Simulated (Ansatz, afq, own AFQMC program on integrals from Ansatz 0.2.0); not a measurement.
# AFQMC, coupled cluster and functionals along a coordinate of H₂ + CH$_{3}$, doublet

```yaml
atoms:
  - { symbol: H, position_ang: [-2.1409, 0.0000, 0.0000] }
  - { symbol: H, position_ang: [-1.3959, 0.0000, 0.0000] }
  - { symbol: C, position_ang: [0.2371, 0.0000, 0.0000] }
  - { symbol: H, position_ang: [0.2371, -1.0800, 0.0000] }
  - { symbol: H, position_ang: [0.2371, 0.5400, 0.9353] }
  - { symbol: H, position_ang: [0.2371, 0.5400, -0.9353] }
```

A hydrogen atom is moved from one rigid fragment to the other; the H1–H2 distance tells how far. The two fragments are held close together, so this isn't a minimum-energy path and the start is a compressed complex. Energies in kJ/mol count from this geometry (0.745 Å) at the same level; the start stands on UHF, each point on the determinant named.

Basis cc-pVTZ. Noble-gas cores (and the filled d shells of Ga–Kr and In–Xe) are frozen. Integrals, coupled cluster, full CI and functionals: Ansatz 0.2.0; the random walks run on the same integrals in our own AFQMC program. ph-AFQMC/CISD is guided by a CISD state made of CCSD amplitudes; releasing the constraint for a short imaginary time cuts its bias at the price of noise, slowly where states lie close. ± is one standard error of the sampling.

Cautions, each for one point or more: unrestricted determinant slightly spin contaminated.

```tsv
r(H1–H2) / Å	det.	T1	weight	⟨S²⟩	CCSD(T)	ph-AFQMC/CISD	CCSDT(Q)	PBE0	CCSD
0.900	UHF	0.016	0.91	0.79	21.9	21.4 ± 0.6	21.6	13.5	24.0
0.978	UHF	0.018	0.91	0.80	35.3	35.6 ± 0.6	34.9	24.0	38.7
1.055	UHF	0.018	0.91	0.81	43.5	42.7 ± 0.6	43.1	30.8	47.7
1.133	UHF	0.016	0.91	0.79	46.4	46.4 ± 0.6	46.1	34.3	51.0
1.288	UHF	0.011	0.92	0.76	55.2	55.1 ± 0.6	55.3	47.0	59.2
```

Weight is that of the determinant in the CISD state; at the start T1 is 0.012 and the weight 0.92, and ⟨S²⟩ is 0.77. Largest departures from CCSDT(Q), at the points where its series has closed: CCSD(T) 0.4 kJ/mol at 0.978 (on UHF), ph-AFQMC/CISD 0.6 kJ/mol at 0.978 (on UHF) (within the noise), PBE0 -12.2 kJ/mol at 1.055, CCSD 4.8 kJ/mol at 1.133 (on UHF). Functionals count only at points shown to share the start's state and spin.

Some points may be missing: those where a free walk finds a much lower state, and past Zn most of those on another determinant than at the start.

A walk keeps the symmetry of its determinant, which the program's search chose and which needn't be the lowest solution, so a lower state of the same spin and another symmetry isn't excluded.
